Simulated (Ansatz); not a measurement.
The input, for Ansatz 0.2.0:

```yaml
crystal:
  periodic: [false, false, false]
  atoms:
    - {symbol: Al, position_ang: [0.000000, -0.551693, 1.993586]}
    - {symbol: Mg, position_ang: [0.000000, -0.447779, -3.298394]}
    - {symbol: H, position_ang: [0.000000, 0.999472, 1.304808]}
basis:
  gaussian: {orbitals: 6-31G}
correlation: {method: fic_mrcisd_q, electrons: outside_noble_gas, active_space: {window: {electrons: 2, orbitals: 2}}}
```

```sh
$ ansatz run in.yaml --threads 1 --pin off --events-out ev --progress --plain --max-ram 2393MiB
```

Problem. Roughly how long does this take on 1 thread of Intel Xeon Platinum 8488C, shared host, and how much host memory?

Solution. 0.54 s wall and 0.16 GiB.

```
302 factors; integrals over basis functions are off by at most 1.5e-4 eV
mean field evaluation 1: about -12027.8026 eV, gradient 5.3e0 eV
mean field evaluation 2: about -12027.8030 eV, gradient 5.3e0 eV
mean field evaluation 4: about -12028.0299 eV, gradient 3.0e-1 eV
mean field evaluation 8: about -12028.0306 eV, gradient 1.2e-4 eV
mean field evaluation 16: about -12028.0306 eV, gradient 1.9e-2 eV
mean field -12028.03056958 eV, -442.0219705401 hartree, gradient 1.6e-6 eV, S^2 0.000000; 1 other end points of the search recorded, 0 dependent functions left out
reference -12028.03056958 eV, -442.0219705401 hartree; 13, 13 occupied and 15, 15 virtual orbitals, 302 factors
state -12028.45039166 eV, -442.0373987170 hartree
contracted CI cycle   1: correlation 0.00000000 eV, 0.0000000000 hartree, residual 5.28e0 eV
contracted CI cycle   2: correlation -1.55281342 eV, -0.0570648405 hartree, residual 1.54e0 eV
contracted CI cycle   3: correlation -1.62622415 eV, -0.0597626353 hartree, residual 6.76e-1 eV
contracted CI cycle   4: correlation -1.63854835 eV, -0.0602155410 hartree, residual 2.64e-1 eV
contracted CI cycle   5: correlation -1.64122414 eV, -0.0603138745 hartree, residual 1.25e-1 eV
contracted CI cycle   6: correlation -1.64177645 eV, -0.0603341717 hartree, residual 4.39e-2 eV
contracted CI cycle   7: correlation -1.64183216 eV, -0.0603362190 hartree, residual 1.80e-2 eV
contracted CI cycle   8: correlation -1.64184149 eV, -0.0603365618 hartree, residual 7.87e-3 eV
contracted CI cycle   9: correlation -1.64184345 eV, -0.0603366340 hartree, residual 3.01e-3 eV
contracted CI cycle  10: correlation -1.64184369 eV, -0.0603366429 hartree, residual 1.11e-3 eV
contracted CI cycle  11: correlation -1.64184372 eV, -0.0603366439 hartree, residual 4.45e-4 eV
state -12028.45039166 eV, -442.0373987170 hartree; corrected -12030.28933438 eV, -442.1049786155 hartree
state -12028.36296558 eV, -442.0341858677 hartree
contracted CI cycle   1: correlation 0.00000000 eV, 0.0000000000 hartree, residual 6.30e0 eV
contracted CI cycle   2: correlation -1.58534017 eV, -0.0582601767 hartree, residual 1.57e0 eV
contracted CI cycle   3: correlation -1.69286649 eV, -0.0622116960 hartree, residual 4.77e-1 eV
contracted CI cycle   4: correlation -1.70126247 eV, -0.0625202428 hartree, residual 1.66e-1 eV
contracted CI cycle   5: correlation -1.70216244 eV, -0.0625533159 hartree, residual 4.85e-2 eV
contracted CI cycle   6: correlation -1.70224515 eV, -0.0625563555 hartree, residual 1.23e-2 eV
contracted CI cycle   7: correlation -1.70225027 eV, -0.0625565437 hartree, residual 4.53e-3 eV
contracted CI cycle   8: correlation -1.70225100 eV, -0.0625565703 hartree, residual 1.33e-3 eV
contracted CI cycle   9: correlation -1.70225105 eV, -0.0625565721 hartree, residual 3.72e-4 eV
state -12028.36296558 eV, -442.0341858677 hartree; corrected -12030.24402795 eV, -442.1033136348 hartree
state -12028.45039166 eV, -442.0373987170 hartree; corrected -12030.28933438 eV, -442.1049786155 hartree
Total energy: -12030.28933438 eV, -442.1049786155 hartree
```

Natural occupations: 1.9713 0.0287.

For the same geometry and basis full CI lies 86.0 meV higher.
